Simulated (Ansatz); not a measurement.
Geometry optimisation, RKS B3LYP/6-31G* in Ansatz.

Input:

```yaml
crystal:
  periodic: [false, false, false]
  atoms:
    - { symbol: B, position_ang: [-0.04103, -0.0161, 0.14254] }
    - { symbol: S, position_ang: [0.39532, 0.14651, -1.37966] }
    - { symbol: H, position_ang: [-0.3543, -0.13041, 1.23711] }
basis:
  gaussian: { orbitals: "6-31G*" }
hamiltonian:
  xc: b3lyp
relax:
  f_tol: 0.02
  max_steps: 50
```

Launched with:

```bash
$ ansatz run input.yaml --threads 1 --pin off --max-ram 2048MiB --backend cpu --events-out ev --progress --plain --runs-dir out
```

Question: Where does it end, and by what steps?

Answer: It converged. After 2 steps the energy has fallen by 0.021 eV; H3 moved furthest, 0.03 Å.

| step | energy less start (eV) | largest force component (eV/Å) | accepted |
| --- | --- | --- | --- |
| 0 | 0.0000 | 0.875 | yes |
| 1 | -0.0184 | 0.355 | yes |
| 2 | -0.0207 | 0.016 | yes |

```xyz
3
Properties=species:S:1:pos:R:3
B -0.040 -0.015 0.138
S 0.401 0.148 -1.400
H -0.361 -0.133 1.262
```

Time of the run: 3.9 s on 1 CPU thread of a shared host.
